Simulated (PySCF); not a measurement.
**Dipole moment and polarisability of cyclopropenethione**

Compound: cyclopropenethione, C3H2S.
Cartesian coordinates in Å at the GFN2-xTB level; atoms count from 1:
```xyz
6
C3H2S angstrom
S      2.3652   -0.1211   -0.0178
C      0.7687   -0.0390   -0.0091
C     -0.4632    0.6950    0.0006
C     -0.5321   -0.6431   -0.0025
H     -0.9874    1.6220    0.0072
H     -1.1481   -1.5118    0.0001
```

Level: wB97X-D/def2-SVPD (PySCF), static field, nuclei fixed, core orbitals frozen in the response. The polarisability tensor in these axes (au):

```
x   77.93 -1.45 -0.24
y   -1.45 49.68  0.04
z   -0.24  0.04 36.34
```

Question: Diagonalise the tensor; give its mean and Δα, where Δα² is half the sum of the squared differences of the eigenvalues.

Answer: Principal values 36.34, 49.61 and 78.00 au; mean 54.65 au = 8.10 Å³ = 9.01 × 10⁻⁴⁰ C²·m²/J; Δα = 36.87 au (67 % of the mean).

Question: What is the dipole moment, and where does it point?

Answer: (-4.75, 0.24, 0.03) D, 4.75 D in size, pointing from the negative to the positive side. Measured along this direction, the outermost atoms are S1 at the negative end and H6 and H5 at the positive end.

Question: Along which axes do the principal values lie, and how far do the nuclei extend along each?

Answer: Largest value along (1.00, -0.05, -0.01), where the nuclei span 3.44 Å; middle along (0.05, 1.00, 0.00), 3.14 Å; least along (0.01, 0.00, 1.00), 0.00 Å. The response follows the extents in order.

Question: What would n − 1 = 2πNα be for an ideal gas of these molecules at 400 K and 1 atm, electronic part alone?

Answer: N = p/kT = 1.8347 × 10¹⁹ cm⁻³, so n − 1 = 2π × N × 8.10 × 10⁻²⁴ cm³ = 934 × 10⁻⁶ at long wavelengths, for an ideal gas.

Question: What depolarisation ratio follows for Rayleigh scattering of linearly polarised light, taking the static tensor?

Answer: ρ = 3Δα²/(45ᾱ² + 4Δα²) = 4077.6/(134396 + 5436.8) = 0.0292.

Geometry: GFN2-xTB; no solvent, vibrations or thermal averaging.
